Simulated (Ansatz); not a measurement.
For hcp Tc, LDA in Ansatz (plane waves, PAW) gives:

| Quantity | Value |
|---|---|
| lattice constant a | 2.710 Å |
| lattice parameter c | 4.332 Å |

What does PBE0 in Ansatz (PAW) give for the same quantities?


- lattice constant a: 2.719 Å (goes up by 0.3 %)
- lattice parameter c: 4.347 Å (rises by 0.3 %)

For comparison: lattice constant a 2.741 Å (measured, 293 K, no zero-point or thermal correction; as tabulated in Wikipedia's data pages); lattice parameter c 4.399 Å (measured, 293 K, no zero-point or thermal correction; as tabulated in Wikipedia's data pages).

Changes are worked out from the printed values.

Unless a cell is named, each level is at its own relaxed cell (LDA 13.77, PBE0 13.92 Å³/atom).

Ansatz's density-functional and Hartree–Fock values are scalar-relativistic unless marked +SOC, with PAW data made under PBE.

Ansatz is an electronic-structure program.
